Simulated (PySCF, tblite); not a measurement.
C₄H₁₁OP.
Geometry (GFN2-xTB, Å), atoms numbered from 1 in this order:
```
atom  x, y, z in Å
C1    -2.9480    0.4011    0.1476
C2    -1.4693    0.1897    0.4477
P3    -0.4290    0.3850   -1.0839
C4     1.1186   -0.4261   -0.4401
O5     1.6377    0.4868    0.4909
C6     2.9031    0.1254    0.9791
H7    -3.5350    0.3382    1.0624
H8    -3.3091   -0.3550   -0.5477
H9    -3.1114    1.3785   -0.3017
H10   -1.3013   -0.7996    0.8837
H11   -1.1170    0.9394    1.1618
H12   -0.8871   -0.7834   -1.7149
H13    1.8206   -0.5862   -1.2743
H14    0.9148   -1.4028    0.0310
H15    2.8684   -0.8474    1.4863
H16    3.1982    0.8957    1.6884
H17    3.6388    0.0727    0.1670
```

Method: CAM-B3LYP/def2-SVPD in PySCF (dipole) on a GFN2-xTB geometry, gas phase.

Take the most abundant isotopes and a rigid rotor. The values belong to one conformer with, in the numbering `[CH3:1][CH2:2][PH:3][CH2:4][O:5][CH3:6]`, C1–C2–P3–C4 -164°, C2–P3–C4–O5 -71°, P3–C4–O5–C6 -173°.

Question: Give the principal moments of inertia and the rotational constants in MHz.

Answer: Ia = 77.27, Ib = 391.94, Ic = 438.24 u·Å²; 505379 MHz·u·Å²/I gives A = 6540, B = 1289, C = 1153 MHz.

Question: Classify the top.

Answer: A near-prolate asymmetric top: κ = (2 × 1289 − 6540 − 1153)/(6540 − 1153) = -0.95.

Question: What does the inertial defect say?

Answer: Not planar: Δ = Ic − Ia − Ib = -30.98 u·Å². For a rigid frame Δ = −2 Σ m c², so Σ m c² = 15.49 u·Å² lies off the ab plane: 8.44 from hydrogen and 7.05 from heavier atoms. The atom farthest from that plane is 1.56 Å away.

Question: Give the other two planar moments, Paa and Pbb, and the rms extents of the mass along the axes.

Answer: Paa = Σ m a² = (Ib + Ic − Ia)/2 = 376.45 and Pbb = Σ m b² = (Ia + Ic − Ib)/2 = 61.78 u·Å². With the mass M = 106.05 u, the rms extents √(P/M) along a, b and c are 1.88, 0.76, 0.38 Å.

Question: Which lines would a microwave search look for?

Answer: The dipole components are |μa| = 0.86 D, |μb| = 0.50 D, |μc| = 1.68 D. Intensities carry the squares of the components, which stand as 0.26 : 0.09 : 1.00 (a : b : c). Some lines, for components of 0.1 D or more:

```csv
type,branch,"J(Ka,Kc)",MHz,lower level (cm⁻¹)
a,Q,"2(1,1) ← 2(1,2)",409,0.415
a,R,"1(0,1) ← 0(0,0)",2443,0.000
a,R,"2(1,2) ← 1(1,1)",4749,0.257
c,Q,"3(1,3) ← 3(0,3)",4922,0.488
a,R,"2(1,1) ← 1(1,0)",5021,0.261
c,Q,"1(1,1) ← 1(0,1)",5251,0.081
b,Q,"2(1,1) ← 2(0,2)",5526,0.244
a,R,"3(1,3) ← 2(1,2)",7122,0.415
a,R,"3(0,3) ← 2(0,2)",7317,0.244
a,R,"3(1,2) ← 2(1,1)",7531,0.429
c,R,"1(1,0) ← 0(0,0)",7830,0.000
b,R,"2(1,2) ← 1(0,1)",10000,0.081
b,R,"3(1,3) ← 2(0,2)",12239,0.244
c,R,"3(1,2) ← 2(0,2)",13056,0.244
c,Q,"3(2,2) ← 3(1,2)",15549,0.680
b,Q,"3(2,1) ← 3(1,2)",15563,0.680
c,Q,"2(2,1) ← 2(1,1)",15752,0.429
b,Q,"2(2,0) ← 2(1,1)",15755,0.429
b,R,"2(2,1) ← 1(1,0)",20774,0.261
c,R,"2(2,0) ← 1(1,0)",20776,0.261
c,R,"2(2,1) ← 1(1,1)",20910,0.257
b,R,"2(2,0) ← 1(1,1)",20912,0.257
c,R,"3(2,1) ← 2(1,1)",23093,0.429
b,R,"3(3,0) ← 2(2,1)",33924,0.954
```

Question: Estimate the classical rotational partition function at 50 K, 298.15 K and 500 K.

Answer: Point group C1, symmetry number σ = 1; q = (√π/σ)·√((kT/h)³/(ABC)), k/h = 20836.6 MHz/K: 19100 at 50 K, 278000 at 298.15 K, 604000 at 500 K.

Its GFN2-xTB frequencies are all real (lowest 62 cm⁻¹). Zero-point vibration and centrifugal distortion are left out. A rigid rotor knows nothing of internal rotation, which can split or shift real lines.
